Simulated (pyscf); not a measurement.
**Hydrogen abstraction: H₂ (SMILES [H][H]) + •O–OH (SMILES [O]O) → HO–OH (SMILES OO) + H• (SMILES [H])**

Gas phase, doublet surface, charge 0. Bonds broken: H1–H2. Bonds formed: H1–O3. Optimised with ωB97X-D3(BJ)/def2-SVP in PySCF.

Transition state (Å):

```xyz
5

H     -0.4032    -0.4429     0.7063
H     -0.0771     0.2123     1.4716
O     -0.8537    -1.1233    -0.0190
O     -1.6625    -0.3292    -0.8102
H     -2.5484    -0.4902    -0.4474
```

One imaginary mode, 1809i cm⁻¹; descent along it reached the two sides named.

| bond | change | reactant side (Å) | saddle | product side |
|---|---|---|---|---|
| H1–H2 | breaks | 0.763 | 1.059 | 2.7 |
| H1–O3 | forms | 2.379 | 1.092 | 0.968 |

Electronic energies relative to the separated reactants (kcal/mol):

```csv
level,barrier,reaction energy,reverse barrier
ωB97X-D3(BJ)/def2-TZVP,27.0,+20.0,7.1
PBE/def2-TZVP,18.0,+19.1,-1.1
r²SCAN/def2-TZVP,20.0,+21.1,-1.1
B3LYP-D3(BJ)/def2-TZVP,22.9,+21.9,0.9
PBE0-D3(BJ)/def2-TZVP,21.9,+18.2,3.8
M06-2X/def2-TZVP,25.2,+16.8,8.4
ωB97M-D3(BJ)/def2-TZVP,25.5,+18.2,7.2
HF/def2-TZVP,39.3,+20.9,18.4
```

With ωB97M-D3(BJ)/def2-TZVP energies and thermal terms (ideal gas, 1 atm, RRHO with modes under 100 cm⁻¹ raised to 100, one conformer, R ln 2 for chiral ones without a mode under 150 cm⁻¹), in kcal/mol:

```csv
T (K),ΔH‡,ΔG‡,ΔH,ΔG
298,23.7,31.1,+19.4,+20.2
600,23.4,38.8,+19.6,+21.0
900,23.6,46.5,+20.0,+21.6
1200,24.1,54.0,+20.5,+22.1
```

At PBE, r²SCAN this geometry lies under the product side: in single points on another level's saddle the reverse barrier vanishes, and the forward threshold there is about the reaction energy. One saddle was located; it need not be the lowest between these sides. The angle at the transferred H is 173°.
